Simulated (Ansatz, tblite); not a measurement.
# [GeI3]-: rung by rung

One table from this session's results is given with a row withheld; the runs are named, their logs left out.

Method: as each input shows; program: Ansatz 0.2.0, Gaussian basis.

Plan: GFN1-xTB, GFN2-xTB, PBE-D4/def2-TZVPD, r2SCAN-D4/def2-TZVPD, LC-ωPBE/def2-TZVPD, PBE-QIDH/def2-TZVPD, ωB97X-V/def2-TZVPD, r2SCAN0-D4/def2-TZVPD, BLYP-D4/def2-TZVPD, HSE06-D4/def2-TZVPD, LDA/def2-TZVPD, LC-ωPBE(0.10)/def2-TZVPD, LC-ωPBE(0.15)/def2-TZVPD, LC-ωPBE(0.20)/def2-TZVPD, LC-ωPBE(0.30)/def2-TZVPD, PBE-D4/def2-SVPD, PBE0-D4/def2-SVPD, CCSD(T)/def2-SVPD, RPA/def2-SVPD.

1 further run of the same task is left out (set aside as unsound or not needed).

## The relaxed structure

The geometry is that of the singlet, from an earlier relaxation (PBE0-D4/def2-SVPD).

4 atoms, charge -1, spin multiplicity 1.

Bond lengths: Ge1–I2 2.701 Å, Ge1–I3 2.702 Å, Ge1–I4 2.701 Å. Angles: I2–Ge1–I3 99.3°, I2–Ge1–I4 99.3°, I3–Ge1–I4 99.3°.

Geometry (Å):

```
Ge   -0.03835   -0.00006    0.96084
I     2.38811   -0.03289   -0.22489
I    -1.14647    2.07541   -0.36723
I    -1.20329   -2.04246   -0.36872
```

I takes a core potential in the def2 sets. No spin-orbit coupling is included. The ion is computed in the gas phase, without counter-ions or solvent.

PBE0-D4/def2-TZVPD was run before; its log isn't repeated, and its numbers join the tables.

Set-up of the first run:

Tight binding, by tblite at 300 K electronic temperature and without a spin-polarisation term:

```python
tblite.interface.Calculator('GFN1-xTB', numbers, positions, charge=-1, uhf=0).singlepoint()
```

Tight binding, by tblite at 300 K electronic temperature and without a spin-polarisation term:

```python
tblite.interface.Calculator('GFN2-xTB', numbers, positions, charge=-1, uhf=0).singlepoint()
```

start.molden holds the orbitals of an earlier run on this state, given as this run's starting guess.

in.yaml reads:

```yaml
crystal:
  periodic: [false, false, false]
  atoms:
    - {symbol: Ge, position_ang: [-0.038348, -0.000058, 0.960843]}
    - {symbol: I, position_ang: [2.388106, -0.032888, -0.224891]}
    - {symbol: I, position_ang: [-1.146468, 2.075408, -0.367231]}
    - {symbol: I, position_ang: [-1.203290, -2.042463, -0.368721]}
basis:
  gaussian: {orbitals: def2-TZVPD, initial_orbitals: start.molden}
total_charge: -1
hamiltonian: {xc: pbe, dispersion: d4}
scf: {omitted_lower_state_checks: [starts]}
output: {forces: true, orbitals: {seedname: orbitals}}
```

Started as:

```bash
$ ansatz run in.yaml --threads 4 --pin off --events-out ev --progress --plain --max-ram 3916MiB
```

Steps of the session up to this table: PBE-D4/def2-TZVPD; r2SCAN-D4/def2-TZVPD; LC-ωPBE/def2-TZVPD; PBE-QIDH/def2-TZVPD; ωB97X-V/def2-TZVPD; r2SCAN0-D4/def2-TZVPD; BLYP-D4/def2-TZVPD; HSE06-D4/def2-TZVPD; LDA/def2-TZVPD; LC-ωPBE(0.10)/def2-TZVPD; LC-ωPBE(0.15)/def2-TZVPD; LC-ωPBE(0.20)/def2-TZVPD; LC-ωPBE(0.30)/def2-TZVPD; PBE-D4/def2-SVPD; PBE0-D4/def2-SVPD; CCSD(T)/def2-SVPD; RPA/def2-SVPD.

One of the session's tables, all rows but one given; the rest of the session is left out.

It belongs to the step «Levels side by side». 

```
                   level  HOMO (eV)  LUMO (eV)  gap (eV)
          LDA/def2-TZVPD      -1.94       1.15      3.09
        PBE-D4/def2-SVPD      -1.79       1.35      3.14
       PBE-D4/def2-TZVPD      -1.76       1.37      3.13
      BLYP-D4/def2-TZVPD          ?          ?         ?
    r2SCAN-D4/def2-TZVPD      -1.95       1.54      3.50
       PBE0-D4/def2-SVPD      -2.67       1.97      4.64
      PBE0-D4/def2-TZVPD      -2.62       1.99      4.62
   r2SCAN0-D4/def2-TZVPD      -2.77       2.10      4.87
     HSE06-D4/def2-TZVPD      -2.25       1.66      3.91
      LC-ωPBE/def2-TZVPD      -4.80       3.39      8.19
      ωB97X-V/def2-TZVPD      -4.55       3.40      7.96
LC-ωPBE(0.10)/def2-TZVPD      -3.11       2.63      5.74
LC-ωPBE(0.15)/def2-TZVPD      -3.58       2.98      6.56
LC-ωPBE(0.20)/def2-TZVPD      -3.94       3.17      7.12
LC-ωPBE(0.30)/def2-TZVPD      -4.46       3.34      7.79
```

**Question.** Estimate the row for BLYP-D4/def2-TZVPD.

**Answer.** HOMO (eV): -1.62; LUMO (eV): 1.45; gap (eV): 3.07. In the column «HOMO (eV)» it is the highest.
